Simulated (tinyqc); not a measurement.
Worked calculation (part 1 of 2): MP2 on RHF in the sto-6g basis, frozen core, for BH3, spin multiplicity 1. Computed by tinyqc, a small Python program that keeps every step (integrals from PySCF). Settings: charge = 0, multiplicity = 1, basis = sto-6g, method = RHF, frozen orbitals = 1, energy threshold = 1e-10, iteration cap = 64, orthogonalisation = symmetric, start = Wolfsberg-Helmholz matrix, DIIS depth = 6. Command: `OMP_NUM_THREADS=1 python tinyqc.py 23754 23755 out.jsonl` (the two numbers bound the seeds that draw the settings). One thread of a shared host (Intel(R) Xeon(R) Processor @ 2.60GHz), about 0.2 s of CPU time with the checks. The early iterations of the SCF are left out here.

## One-electron integrals

Geometry (angstrom):
```
atom          x          y         z
B      0.000000   0.000000  0.040000
H      1.241000   0.000000  0.000000
H     -0.621000   1.075000  0.000000
H     -0.621000  -1.075000  0.000000
```

Basis sto-6g: exponents (1/bohr^2) and contraction coefficients of normalised primitives:
```
element  l (shell)    exponent  coefficient
B            s (1)  506.011147     0.009164
B            s (1)   92.776814     0.049362
B            s (1)   25.955658     0.168538
B            s (1)    8.916445     0.370563
B            s (1)    3.462507     0.416492
B            s (1)    1.426054     0.130334
B            s (2)   23.194575    -0.013253
B            s (2)    4.590810    -0.046992
B            s (2)    1.426819    -0.033785
B            s (2)    0.548948     0.250242
B            s (2)    0.238410     0.595117
B            s (2)    0.109280     0.240706
B            p (3)   23.194575     0.003760
B            p (3)    4.590810     0.037679
B            p (3)    1.426819     0.173897
B            p (3)    0.548948     0.418036
B            p (3)    0.238410     0.425859
B            p (3)    0.109280     0.101708
H            s (1)   35.523221     0.009164
H            s (1)    6.513144     0.049361
H            s (1)    1.822143     0.168538
H            s (1)    0.625955     0.370563
H            s (1)    0.243077     0.416492
H            s (1)    0.100112     0.130334
```

Overlap, kinetic and nuclear-attraction integrals over the contracted functions; the nuclear repulsion is the sum of Za Zb / Rab.

nuclear repulsion = 7.12959990 hartree

overlap S:
```
           1B 1s     1B 2s     1B 2px     1B 2py     1B 2pz      2H 1s      3H 1s      4H 1s
1B 1s   1.000000  0.264891   0.000000   0.000000   0.000000   0.061509   0.061442   0.061442
1B 2s   0.264891  1.000000   0.000000   0.000000   0.000000   0.449913   0.449674   0.449674
1B 2px  0.000000  0.000000   1.000000   0.000000   0.000000   0.470247  -0.235138  -0.235138
1B 2py  0.000000  0.000000   0.000000   1.000000   0.000000   0.000000   0.407043  -0.407043
1B 2pz  0.000000  0.000000   0.000000   0.000000   1.000000  -0.015157  -0.015146  -0.015146
2H 1s   0.061509  0.449913   0.470247   0.000000  -0.015157   1.000000   0.094026   0.094026
3H 1s   0.061442  0.449674  -0.235138   0.407043  -0.015146   0.094026   1.000000   0.094032
4H 1s   0.061442  0.449674  -0.235138  -0.407043  -0.015146   0.094026   0.094032   1.000000
```

kinetic energy T (hartree):
```
            1B 1s      1B 2s     1B 2px     1B 2py     1B 2pz      2H 1s      3H 1s      4H 1s
1B 1s   10.947243  -0.333880   0.000000   0.000000   0.000000  -0.011357  -0.011361  -0.011361
1B 2s   -0.333880   0.374498   0.000000   0.000000   0.000000   0.075774   0.075664   0.075664
1B 2px   0.000000   0.000000   1.125026   0.000000   0.000000   0.206399  -0.103135  -0.103135
1B 2py   0.000000   0.000000   0.000000   1.125026   0.000000   0.000000   0.178534  -0.178534
1B 2pz   0.000000   0.000000   0.000000   0.000000   1.125026  -0.006653  -0.006643  -0.006643
2H 1s   -0.011357   0.075774   0.206399   0.000000  -0.006653   0.768522  -0.012127  -0.012127
3H 1s   -0.011361   0.075664  -0.103135   0.178534  -0.006643  -0.012127   0.768522  -0.012127
4H 1s   -0.011361   0.075664  -0.103135  -0.178534  -0.006643  -0.012127  -0.012127   0.768522
```

nuclear attraction V (hartree):
```
             1B 1s      1B 2s     1B 2px     1B 2py     1B 2pz      2H 1s      3H 1s      4H 1s
1B 1s   -24.669965  -3.082783  -0.000006   0.000000   0.001733  -0.787915  -0.787050  -0.787050
1B 2s    -3.082783  -4.991217  -0.000019   0.000000   0.014713  -1.949561  -1.948247  -1.948247
1B 2px   -0.000006  -0.000019  -5.047104   0.000000   0.000002  -1.928588   0.964209   0.964209
1B 2py    0.000000   0.000000   0.000000  -5.046930   0.000000   0.000000  -1.669101   1.669101
1B 2pz    0.001733   0.014713   0.000002   0.000000  -4.879161   0.064983   0.064926   0.064926
2H 1s    -0.787915  -1.949561  -1.928588   0.000000   0.064983  -3.837881  -0.389915  -0.389915
3H 1s    -0.787050  -1.948247   0.964209  -1.669101   0.064926  -0.389915  -3.837124  -0.389868
4H 1s    -0.787050  -1.948247   0.964209   1.669101   0.064926  -0.389915  -0.389868  -3.837124
```

core Hamiltonian H = T + V (hartree):
```
             1B 1s      1B 2s     1B 2px     1B 2py     1B 2pz      2H 1s      3H 1s      4H 1s
1B 1s   -13.722722  -3.416663  -0.000006   0.000000   0.001733  -0.799273  -0.798411  -0.798411
1B 2s    -3.416663  -4.616719  -0.000019   0.000000   0.014713  -1.873787  -1.872583  -1.872583
1B 2px   -0.000006  -0.000019  -3.922077   0.000000   0.000002  -1.722189   0.861074   0.861074
1B 2py    0.000000   0.000000   0.000000  -3.921904   0.000000   0.000000  -1.490567   1.490567
1B 2pz    0.001733   0.014713   0.000002   0.000000  -3.754134   0.058331   0.058282   0.058282
2H 1s    -0.799273  -1.873787  -1.722189   0.000000   0.058331  -3.069359  -0.402042  -0.402042
3H 1s    -0.798411  -1.872583   0.861074  -1.490567   0.058282  -0.402042  -3.068602  -0.401995
4H 1s    -0.798411  -1.872583   0.861074   1.490567   0.058282  -0.402042  -0.401995  -3.068602
```

## Two-electron integrals

Functions are numbered as in S; the eight-fold symmetry (ij|kl) = (ji|kl) = (kl|ij) leaves the list below.

Two-electron integrals (ij|kl) in chemists' order, unique and non-zero (hartree):
```
(11|11) 2.924993    (21|11) 0.480756    (21|21) 0.099484    (22|11) 0.743449
(22|21) 0.188967    (22|22) 0.544922    (31|31) 0.021096    (32|31) 0.030854
(32|32) 0.120443    (33|11) 0.743450    (33|21) 0.188967    (33|22) 0.544922
(33|33) 0.587109    (41|41) 0.021096    (42|41) 0.030854    (42|42) 0.120443
(43|43) 0.031641    (44|11) 0.743450    (44|21) 0.188967    (44|22) 0.544922
(44|33) 0.523827    (44|44) 0.587109    (51|51) 0.021096    (52|51) 0.030854
(52|52) 0.120443    (53|53) 0.031641    (54|54) 0.031641    (55|11) 0.743450
(55|21) 0.188967    (55|22) 0.544922    (55|33) 0.523827    (55|44) 0.523827
(55|55) 0.587109    (61|11) 0.115932    (61|21) 0.023224    (61|22) 0.043687
(61|31) 0.001822    (61|32) 0.003460    (61|33) 0.044163    (61|44) 0.043448
(61|51) -0.000059   (61|52) -0.000112   (61|53) -0.000023   (61|55) 0.043449
(61|61) 0.005625    (62|11) 0.264501    (62|21) 0.068293    (62|22) 0.215119
(62|31) 0.007988    (62|32) 0.046123    (62|33) 0.227049    (62|44) 0.209145
(62|51) -0.000257   (62|52) -0.001487   (62|53) -0.000577   (62|55) 0.209163
(62|61) 0.016897    (62|62) 0.115476    (63|11) 0.244731    (63|21) 0.064112
(63|22) 0.212722    (63|31) 0.013771    (63|32) 0.074483    (63|33) 0.235149
(63|44) 0.201500    (63|51) -0.000207   (63|52) -0.001341   (63|53) -0.000803
(63|55) 0.201517    (63|61) 0.016715    (63|62) 0.133778    (63|63) 0.164784
(64|41) 0.007337    (64|42) 0.032883    (64|43) 0.008742    (64|54) -0.000282
(64|64) 0.013043    (65|11) -0.007888   (65|21) -0.002066   (65|22) -0.006856
(65|31) -0.000207   (65|32) -0.001341   (65|33) -0.007016   (65|44) -0.006495
(65|51) 0.007344    (65|52) 0.032926    (65|53) 0.008758    (65|55) -0.007059
(65|61) -0.000539   (65|62) -0.004312   (65|63) -0.004891   (65|65) 0.013200
(66|11) 0.420686    (66|21) 0.110938    (66|22) 0.393314    (66|31) 0.016159
(66|32) 0.121802    (66|33) 0.439986    (66|44) 0.369941    (66|51) -0.000521
(66|52) -0.003926   (66|53) -0.002258   (66|55) 0.370014    (66|61) 0.028172
(66|62) 0.267025    (66|63) 0.336873    (66|65) -0.010858   (66|66) 0.774999
(71|11) 0.115805    (71|21) 0.023198    (71|22) 0.043640    (71|31) -0.000911
(71|32) -0.001729   (71|33) 0.043580    (71|41) 0.001576    (71|42) 0.002993
(71|43) -0.000309   (71|44) 0.043937    (71|51) -0.000059   (71|52) -0.000111
(71|53) 0.000012    (71|54) -0.000020   (71|55) 0.043402    (71|61) 0.005356
(71|62) 0.015302    (71|63) 0.014000    (71|64) 0.000667    (71|65) -0.000489
(71|66) 0.024657    (71|71) 0.005613    (72|11) 0.264312    (72|21) 0.068245
(72|22) 0.214979    (72|31) -0.003993   (72|32) -0.023058   (72|33) 0.213485
(72|41) 0.006912    (72|42) 0.039916    (72|43) -0.007751   (72|44) 0.222426
(72|51) -0.000257   (72|52) -0.001485   (72|53) 0.000288    (72|54) -0.000499
(72|55) 0.209026    (72|61) 0.015307    (72|62) 0.077117    (72|63) 0.071254
(72|64) 0.009232    (72|65) -0.002812   (72|66) 0.136842    (72|71) 0.016867
(72|72) 0.115344    (73|11) -0.122350   (73|21) -0.032052   (73|22) -0.106354
(73|31) 0.008939    (73|32) 0.043261    (73|33) -0.111505   (73|41) -0.002785
(73|42) -0.018011   (73|43) 0.011066    (73|44) -0.106804   (73|51) 0.000104
(73|52) 0.000670    (73|53) -0.000412   (73|54) 0.000226    (73|55) -0.100752
(73|61) -0.006429   (73|62) -0.027657   (73|63) -0.018875   (73|64) -0.002322
(73|65) 0.000993    (73|66) -0.042331   (73|71) -0.008347   (73|72) -0.066850
(73|73) 0.050960    (74|11) 0.211797    (74|21) 0.055485    (74|22) 0.184107
(74|31) -0.002785   (74|32) -0.018011   (74|33) 0.177896    (74|41) 0.012151
(74|42) 0.064035    (74|43) -0.010431   (74|44) 0.200015    (74|51) -0.000179
(74|52) -0.001160   (74|53) 0.000226    (74|54) -0.000672   (74|55) 0.174409
(74|61) 0.012463    (74|62) 0.066328    (74|63) 0.061081    (74|64) 0.015072
(74|65) -0.002368   (74|66) 0.117998    (74|71) 0.014450    (74|72) 0.115723
(74|73) -0.065669   (74|74) 0.126702    (75|11) -0.007881   (75|21) -0.002065
(75|22) -0.006850   (75|31) 0.000104    (75|32) 0.000670    (75|33) -0.006619
(75|41) -0.000179   (75|42) -0.001160   (75|43) 0.000226    (75|44) -0.006879
(75|51) 0.007337    (75|52) 0.032900    (75|53) -0.004378   (75|54) 0.007579
(75|55) -0.007053   (75|61) -0.000489   (75|62) -0.002812   (75|63) -0.002546
(75|64) -0.000324   (75|65) 0.008020    (75|66) -0.005223   (75|71) -0.000538
(75|72) -0.004306   (75|73) 0.002443    (75|74) -0.004230   (75|75) 0.013182
(76|11) 0.052891    (76|21) 0.013645    (76|22) 0.043521    (76|31) 0.000671
(76|32) 0.003908    (76|33) 0.043946    (76|41) 0.001163    (76|42) 0.006773
(76|43) 0.000335    (76|44) 0.044334    (76|51) -0.000087   (76|52) -0.000504
(76|53) -0.000073   (76|54) -0.000126   (76|55) 0.042282    (76|61) 0.003248
(76|62) 0.020018    (76|63) 0.021486    (76|64) 0.002163    (76|65) -0.000813
(76|66) 0.042013    (76|71) 0.003245    (76|72) 0.020008    (76|73) -0.008873
(76|74) 0.019680    (76|75) -0.000813   (76|76) 0.004355    (77|11) 0.420535
(77|21) 0.110899    (77|22) 0.393207    (77|31) -0.008078   (77|32) -0.060906
(77|33) 0.387363    (77|41) 0.013983    (77|42) 0.105434    (77|43) -0.030329
(77|44) 0.422344    (77|51) -0.000520   (77|52) -0.003923   (77|53) 0.001129
(77|54) -0.001954   (77|55) 0.369915    (77|61) 0.024675    (77|62) 0.136897
(77|63) 0.123376    (77|64) 0.022380    (77|65) -0.005226   (77|66) 0.245625
(77|71) 0.028132    (77|72) 0.266853    (77|73) -0.168421   (77|74) 0.291550
(77|75) -0.010848   (77|76) 0.042013    (77|77) 0.774999    (81|11) 0.115805
(81|21) 0.023198    (81|22) 0.043640    (81|31) -0.000911   (81|32) -0.001729
(81|33) 0.043580    (81|41) -0.001576   (81|42) -0.002993   (81|43) 0.000309
(81|44) 0.043937    (81|51) -0.000059   (81|52) -0.000111   (81|53) 0.000012
(81|54) 0.000020    (81|55) 0.043402    (81|61) 0.005356    (81|62) 0.015302
(81|63) 0.014000    (81|64) -0.000667   (81|65) -0.000489   (81|66) 0.024657
(81|71) 0.005351    (81|72) 0.015291    (81|73) -0.007577   (81|74) 0.011783
(81|75) -0.000488   (81|76) 0.003001    (81|77) 0.024650    (81|81) 0.005613
(82|11) 0.264312    (82|21) 0.068245    (82|22) 0.214979    (82|31) -0.003993
(82|32) -0.023058   (82|33) 0.213485    (82|41) -0.006912   (82|42) -0.039916
(82|43) 0.007751    (82|44) 0.222426    (82|51) -0.000257   (82|52) -0.001485
(82|53) 0.000288    (82|54) 0.000499    (82|55) 0.209026    (82|61) 0.015307
(82|62) 0.077117    (82|63) 0.071254    (82|64) -0.009232   (82|65) -0.002812
(82|66) 0.136842    (82|71) 0.015291    (82|72) 0.077076    (82|73) -0.043626
(82|74) 0.057065    (82|75) -0.002810   (82|76) 0.014688    (82|77) 0.136832
(82|81) 0.016867    (82|82) 0.115344    (83|11) -0.122350   (83|21) -0.032052
(83|22) -0.106354   (83|31) 0.008939    (83|32) 0.043261    (83|33) -0.111505
(83|41) 0.002785    (83|42) 0.018011    (83|43) -0.011066   (83|44) -0.106804
(83|51) 0.000104    (83|52) 0.000670    (83|53) -0.000412   (83|54) -0.000226
(83|55) -0.100752   (83|61) -0.006429   (83|62) -0.027657   (83|63) -0.018875
(83|64) 0.002322    (83|65) 0.000993    (83|66) -0.042331   (83|71) -0.007577
(83|72) -0.043626   (83|73) 0.032045    (83|74) -0.031703   (83|75) 0.001554
(83|76) -0.006529   (83|77) -0.081082   (83|81) -0.008347   (83|82) -0.066850
(83|83) 0.050960    (84|11) -0.211797   (84|21) -0.055485   (84|22) -0.184107
(84|31) 0.002785    (84|32) 0.018011    (84|33) -0.177896   (84|41) 0.012151
(84|42) 0.064035    (84|43) -0.010431   (84|44) -0.200015   (84|51) 0.000179
(84|52) 0.001160    (84|53) -0.000226   (84|54) -0.000672   (84|55) -0.174409
(84|61) -0.012463   (84|62) -0.066328   (84|63) -0.061081   (84|64) 0.015072
(84|65) 0.002368    (84|66) -0.117998   (84|71) -0.011783   (84|72) -0.057065
(84|73) 0.031703    (84|74) -0.035802   (84|75) 0.002042    (84|76) -0.011300
(84|77) -0.095619   (84|81) -0.014450   (84|82) -0.115723   (84|83) 0.065669
(84|84) 0.126702    (85|11) -0.007881   (85|21) -0.002065   (85|22) -0.006850
(85|31) 0.000104    (85|32) 0.000670    (85|33) -0.006619   (85|41) 0.000179
(85|42) 0.001160    (85|43) -0.000226   (85|44) -0.006879   (85|51) 0.007337
(85|52) 0.032900    (85|53) -0.004378   (85|54) -0.007579   (85|55) -0.007053
(85|61) -0.000489   (85|62) -0.002812   (85|63) -0.002546   (85|64) 0.000324
(85|65) 0.008020    (85|66) -0.005223   (85|71) -0.000488   (85|72) -0.002810
(85|73) 0.001554    (85|74) -0.002042   (85|75) 0.008015    (85|76) -0.000580
(85|77) -0.005223   (85|81) -0.000538   (85|82) -0.004306   (85|83) 0.002443
(85|84) 0.004230    (85|85) 0.013182    (86|11) 0.052891    (86|21) 0.013645
(86|22) 0.043521    (86|31) 0.000671    (86|32) 0.003908    (86|33) 0.043946
(86|41) -0.001163   (86|42) -0.006773   (86|43) -0.000335   (86|44) 0.044334
(86|51) -0.000087   (86|52) -0.000504   (86|53) -0.000073   (86|54) 0.000126
(86|55) 0.042282    (86|61) 0.003248    (86|62) 0.020018    (86|63) 0.021486
(86|64) -0.002163   (86|65) -0.000813   (86|66) 0.042013    (86|71) 0.003001
(86|72) 0.014688    (86|73) -0.006529   (86|74) 0.011300    (86|75) -0.000580
(86|76) 0.003396    (86|77) 0.025623    (86|81) 0.003245    (86|82) 0.020008
(86|83) -0.008873   (86|84) -0.019680   (86|85) -0.000813   (86|86) 0.004355
(87|11) 0.052880    (87|21) 0.013642    (87|22) 0.043517    (87|31) -0.001343
(87|32) -0.007824   (87|33) 0.044526    (87|44) 0.043748    (87|51) -0.000087
(87|52) -0.000504   (87|53) 0.000145    (87|55) 0.042277    (87|61) 0.003004
(87|62) 0.014696    (87|63) 0.013053    (87|65) -0.000581   (87|66) 0.025625
(87|71) 0.003244    (87|72) 0.020009    (87|73) -0.012617   (87|74) 0.017519
(87|75) -0.000813   (87|76) 0.003396    (87|77) 0.042016    (87|81) 0.003244
(87|82) 0.020009    (87|83) -0.012617   (87|84) -0.017519   (87|85) -0.000813
(87|86) 0.003396    (87|87) 0.004355    (88|11) 0.420535    (88|21) 0.110899
(88|22) 0.393207    (88|31) -0.008078   (88|32) -0.060906   (88|33) 0.387363
(88|41) -0.013983   (88|42) -0.105434   (88|43) 0.030329    (88|44) 0.422344
(88|51) -0.000520   (88|52) -0.003923   (88|53) 0.001129    (88|54) 0.001954
(88|55) 0.369915    (88|61) 0.024675    (88|62) 0.136897    (88|63) 0.123376
(88|64) -0.022380   (88|65) -0.005226   (88|66) 0.245625    (88|71) 0.024650
(88|72) 0.136832    (88|73) -0.081082   (88|74) 0.095619    (88|75) -0.005223
(88|76) 0.025623    (88|77) 0.245629    (88|81) 0.028132    (88|82) 0.266853
(88|83) -0.168421   (88|84) -0.291550   (88|85) -0.010848   (88|86) 0.042013
(88|87) 0.042016    (88|88) 0.774999
```

## Orthogonalisation

S = U s U^T; symmetric (Loewdin) form X = U s^(-1/2) U^T, so that X^T S X = 1.

eigenvalues of S: 0.284838  0.375128  0.375421  0.953141  1.001520  1.530547  1.530848  1.948557

X:
```
            1B 1s      1B 2s     1B 2px     1B 2py     1B 2pz      2H 1s      3H 1s      4H 1s
1B 1s    1.031671  -0.171999  -0.000001   0.000000   0.001092   0.024407   0.024407   0.024407
1B 2s   -0.171999   1.375437   0.000101   0.000000  -0.011430  -0.315431  -0.315157  -0.315157
1B 2px  -0.000001   0.000101   1.186933   0.000000  -0.000004  -0.335509   0.167711   0.167711
1B 2py   0.000000   0.000000   0.000000   1.186663   0.000000   0.000000  -0.290280   0.290280
1B 2pz   0.001092  -0.011430  -0.000004   0.000000   1.000376   0.010412   0.010401   0.010401
2H 1s    0.024407  -0.315431  -0.335509   0.000000   0.010412   1.238164  -0.015932  -0.015932
3H 1s    0.024407  -0.315157   0.167711  -0.290280   0.010401  -0.015932   1.237847  -0.015875
4H 1s    0.024407  -0.315157   0.167711   0.290280   0.010401  -0.015932  -0.015875   1.237847
```

## Starting guess

The start is the generalised Wolfsberg-Helmholz matrix (K = 1.75) built on H; D = 2 C_occ C_occ^T.

D at the start:
```
            1B 1s      1B 2s     1B 2px     1B 2py     1B 2pz      2H 1s      3H 1s      4H 1s
1B 1s    2.044185  -0.131779   0.000017   0.000000   0.008176  -0.169481  -0.169395  -0.169395
1B 2s   -0.131779   0.694851  -0.000132   0.000000  -0.021864   0.317021   0.316905   0.316905
1B 2px   0.000017  -0.000132   0.972588   0.000000   0.000000   0.490175  -0.245176  -0.245176
1B 2py   0.000000   0.000000   0.000000   0.973006   0.000000   0.000000   0.424582  -0.424582
1B 2pz   0.008176  -0.021864   0.000000   0.000000   0.000696  -0.010195  -0.010189  -0.010189
2H 1s   -0.169481   0.317021   0.490175   0.000000  -0.010195   0.397666   0.026954   0.026954
3H 1s   -0.169395   0.316905  -0.245176   0.424582  -0.010189   0.026954   0.397495   0.026952
4H 1s   -0.169395   0.316905  -0.245176  -0.424582  -0.010189   0.026954   0.026952   0.397495
```
